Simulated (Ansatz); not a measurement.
Structure relaxation of YBe

These are results of DFT PBE, scalar-relativistic, plane waves, PAW in Ansatz, not measurements. Cutoff 420 eV, Γ-centred k mesh, Gaussian smearing, no spin polarisation in the final step.

The start puts YBe on the CuAu (L1_0) structure type (P4/mmm, No. 123), with Y in place of Cu, Be in place of Au, at a guessed volume.

```
CELL_PARAMETERS angstrom
3.01425 0.00000 0.00000
0.00000 3.01425 0.00000
0.00000 0.00000 3.95082
ATOMIC_POSITIONS crystal
Y 0.50000 0.50000 0.50000
Be 0.00000 0.00000 0.00000
```

Steps on the 6×6×4 mesh (2 atoms). 6 of 6 steps are shown, and the free energy counts from the last. Trial steps that were taken back and renewals of the plane-wave basis can be among the rows.

```csv
step,ΔF (meV/atom),V (Å³/atom),P (GPa)
1,186.1,17.95,6.73
2,77.4,19.36,1.71
3,14.6,19.53,1.02
4,0.8,19.68,0.41
5,0.4,19.78,0.08
6,0.0,19.78,0.10
```

Steps on the 6×6×6 mesh (2 atoms). 3 of 5 steps are shown, and the free energy counts from the last.

```tsv
step	ΔF (meV/atom)	V (Å³/atom)	P (GPa)
1	8.2	19.78	0.52
2	0.2	20.13	-0.31
5	0.0	20.04	-0.02
```

A final relaxation ran on a 16×16×16 mesh. The relaxed crystal, Pm-3m (No. 221):

```
Y Be
1.0
     3.41861    0.00000    0.00000
     0.00000    3.41861    0.00000
     0.00000    0.00000    3.41861
Y Be
1 1
Direct
  0.50000 0.50000 0.50000
  0.00000 0.00000 0.00000
```

| Item | Value |
| --- | --- |
| Volume per atom | 19.98 Å³ |
| Density | 4.07 g/cm³ |
| Energy over the elements | 0.09 eV/atom |
| Gap on the 16×16×16 mesh | 0 eV (a metal) |

Formation energies are uncorrected and refer to the elements' standard structures at the same level.

The final run used a 16×16×16 mesh on its 2-atom cell and 0.10 eV smearing. For metals, differences of a few meV/atom aren't resolved.

A structure relaxed within its symmetry needn't be a true minimum.

Cost: 4 runs of about 0.42 core-minutes in all, on Arm Neoverse V2 (shared hosts).